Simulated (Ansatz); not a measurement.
# CH₄Si (singlet): from Hartree-Fock to the top rungs, cc-pVDZ

Aim: climb from Hartree-Fock through coupled cluster and multireference methods for CH₄Si (singlet) at one geometry and basis, and see what each rung misses.

The runs use Ansatz 0.2.0, Gaussian basis; cc-pVDZ, core rule «outside noble gas», up to 6 orbitals frozen.

The runs, in order: UHF; CCSD(T) on RHF; CCSD(T) on UHF; BCCD(T) on RHF; CISD; CCSDT(Q) on RHF; CCSDT(Q) on UHF; CASSCF and MRCISD+Q, 8 electrons in 8 orbitals; CASSCF and NEVPT2, 8 electrons in 8 orbitals.

17 further runs of the same task are left out: 4 that didn't finish, 13 set aside as unsound or not needed. Runs told in other sessions of the task aren't counted.

## 1. The system

The geometry is a PBE0/def2-TZVP stationary point (not a proven minimum) of the parent state, kept for this charge and spin.

6 atoms, charge 0, spin multiplicity 1.

Atoms are counted from 1 here; the program's logs count them from 0.

Bond lengths: Si1–C2 1.885 Å, Si1–H3 1.491 Å, C2–H4 1.091 Å, C2–H5 1.093 Å, C2–H6 1.093 Å. Angles: C2–Si1–H3 119.0°, Si1–C2–H4 109.8°, Si1–C2–H5 110.6°, Si1–C2–H6 110.6°, H4–C2–H5 108.2°, H4–C2–H6 108.2°, H5–C2–H6 109.3°.

## 2. UHF

in.yaml reads:

```yaml
crystal:
  periodic: [false, false, false]
  atoms:
    - {symbol: Si, position_ang: [0.000000, -0.086402, 0.646481]}
    - {symbol: C, position_ang: [0.000000, 0.079187, -1.230736]}
    - {symbol: H, position_ang: [0.000000, 1.148798, 1.480897]}
    - {symbol: H, position_ang: [0.000000, -0.911108, -1.689492]}
    - {symbol: H, position_ang: [0.890815, 0.613122, -1.569773]}
    - {symbol: H, position_ang: [-0.890815, 0.613122, -1.569773]}
basis:
  gaussian: {orbitals: cc-pVDZ}
magnetization: {spin_polarized: true, initial_magnetization: 0}
hamiltonian: {xc: hf}
output: {orbitals: {seedname: orbitals}}
```

Started as:

```sh
$ ansatz run in.yaml --threads 1 --pin off --events-out ev --progress --plain --max-ram 2393MiB
```

The runs that follow: CCSD(T) on RHF; CCSD(T) on UHF; BCCD(T) on RHF; CISD; CCSDT(Q) on RHF; CCSDT(Q) on UHF; CASSCF and MRCISD+Q, 8 electrons in 8 orbitals; CASSCF and NEVPT2, 8 electrons in 8 orbitals.

Q: Predict the results of all the runs planned. Wanted: RCCSDT(Q) from the RHF energy; RMP2 from RCCSDT(Q); UMP2 from RCCSDT(Q); RCCSD from RCCSDT(Q); RCCSD(T) from RCCSDT(Q); UCCSD(T) from RCCSDT(Q); UCCSDT(Q) from RCCSDT(Q); MRCISD+Q frontier from RCCSDT(Q); T1 diagnostic.

As calculated:

| quantity | value |
| --- | --- |
| RCCSDT(Q) from the RHF energy | -7.6378 eV |
| RMP2 from RCCSDT(Q) | +30.64 kcal/mol |
| UMP2 from RCCSDT(Q) | +31.63 kcal/mol |
| RCCSD from RCCSDT(Q) | +5.46 kcal/mol |
| RCCSD(T) from RCCSDT(Q) | +0.88 kcal/mol |
| UCCSD(T) from RCCSDT(Q) | +1.40 kcal/mol |
| UCCSDT(Q) from RCCSDT(Q) | +0.01 kcal/mol |
| MRCISD+Q frontier from RCCSDT(Q) | +0.70 kcal/mol |
| levels within 1 kcal/mol (43 meV) | RCCSD(T), BCCD(T), RCCSDT, UCCSDT, UCCSDT(Q), MRCISD+Q frontier |
| T1 diagnostic | 0.012 |

RCCSD(T) lands +0.88 kcal/mol from the yardstick (0.5 % of the correlation energy). CCSD(T) misses by +0.88 kcal/mol on the restricted determinant and by +1.40 kcal/mol on the unrestricted one; the two need not hold the same state or core. These misses are within one basis, not against nature.
